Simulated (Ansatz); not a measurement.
System: rock-salt TiC. Method: PBE-D3(BJ) (PAW; Ansatz, a quantum-chemistry and plane-wave program).

Input:

Ansatz 0.2 input:
```yaml
crystal:
  lattice:
    - [0.0, 2.1454424285, 2.1454424285]
    - [2.1454424285, 0.0, 2.1454424285]
    - [2.1454424285, 2.1454424285, 0.0]
  atoms:
    - { symbol: Ti, position: [0.0, 0.0, 0.0] }
    - { symbol: C, position: [0.5, 0.5, 0.5] }
basis:
  ecutwfc: 520
  ecutrho_ratio: 4
  xc_grid: 2
kpoints:
  mp_grid: { grid: [22, 22, 22] }
hamiltonian:
  xc: pbe
  dispersion: d3bj
  pseudopotentials: { kind: paw }
scf:
  occupations: { method: fermi_dirac, width: 0.05 }
  convergence: { dr2_threshold: 0.0000000002 }
output:
  forces: true
  stress: true
  eigenvalues: true
```

From the output:

```
Crystal: 2 atoms, lattice volume = 19.751 Å³
Basis set: ecut = 520 eV, 531 PW (Γ), exchange–correlation on 48×48×48 points (8 copies of the dense FFT grid, shifted against one another)
Bands: 12, of which v1, the nominal top of the filled ones, is band 8 counted from 1 (7 counted from 0)
Symmetry: 48 space group operations
Space group: Fm-3m (ITA 225), of the structure as read, at distance tolerance 2.7e-5 Å
k-points: 328 of 10648
Functional: x = pbe(κ = 0.804, μ = 0.2195149727645171), c = pbe(β = 0.06672455060314922)
SCF iter   1: F=—  HF=-2753.181636 eV  |F-HF|=—  |Δ(HF+E_count)|=         —  Δρ=3.81e-3  dr2=2.08e-3
SCF iter   2: F=—  HF=-2753.181276 eV  |F-HF|=—  |Δ(HF+E_count)|=   3.60e-4  Δρ=2.46e-3  dr2=1.02e-3
  ...
SCF iter   5: F=—  HF=-2753.181129 eV  |F-HF|=—  |Δ(HF+E_count)|=   1.71e-8  Δρ=8.14e-6  dr2=1.21e-8
SCF iter   6: F=-2753.181129 eV  HF=-2753.181129 eV  |F-HF|=8.55e-11  |Δ(HF+E_count)|=   1.88e-9  Δρ=7.99e-7  dr2=1.20e-10
SCF 1 converged in 6 iterations: F = -2753.181129 eV  dr2 = 1.20e-10
SCF converged after 6 iterations
Free energy (F): -2753.181129 eV
Internal energy: -2753.178884 eV  (E = F + TS)
E sigma→0 (E₀):  -2753.180006 eV
Fermi energy:    15.179524 eV
--- Forces (eV/Å), atoms counted from 1 ---
  atom   1  Ti    -0.00000000     0.00000000    -0.00000000
  atom   2  C      0.00000000    -0.00000000     0.00000000
--- Stress (GPa, compression-positive) ---
       -0.000260      -0.000000       0.000000
       -0.000000      -0.000260      -0.000000
       -0.000000       0.000000      -0.000260
  P = ⅓ Tr σ = -0.0003 GPa (-0.003 kbar)
```
